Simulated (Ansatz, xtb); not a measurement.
# Isomers of CHB2+ in order of energy

4 gas-phase structures of CHB2+, found in a search over its isomers (lower ones may exist). Each was relaxed with GFN2-xTB:

A. `[B+]=[B-]=[CH+]`, a singlet
B. `B1=C[B+]1`, a singlet
C. `B#C[BH+]`, a singlet
D. `[BH+][B-]#[C+]`, a singlet

Task: Which do you expect lowest at r2SCAN-D4/def2-SVP, and how would the others follow?

Result: Calculated order at r2SCAN-D4/def2-SVP: B (0.0), C (113.7), A (294.1), D (420.4) kJ/mol.

Energies above the lowest of each column, in kJ/mol:

```tsv
structure	GFN2-xTB	HF/STO-3G	r2SCAN-D4/def2-SVP
B	39.5	0.0	0.0
C	0.0	83.5	113.7
A	192.7	371.4	294.1
D	290.1	263.4	420.4
```

r2SCAN-D4/def2-SVP puts B lowest; GFN2-xTB picks C. Frequencies (B3LYP/6-31G*) were run for B alone. At the geometry of A a triplet lies below the singlet.

Over these structures GFN2-xTB departs from r2SCAN-D4/def2-SVP by 58.0 kJ/mol on average once a common shift is removed. A GFN2-xTB relaxation took about 0.046 s and the r2SCAN-D4/def2-SVP energy about 2.8 s on a shared host (Ansatz 0.2.0, xtb 6.7.1 (Pople sets with spherical d functions)).
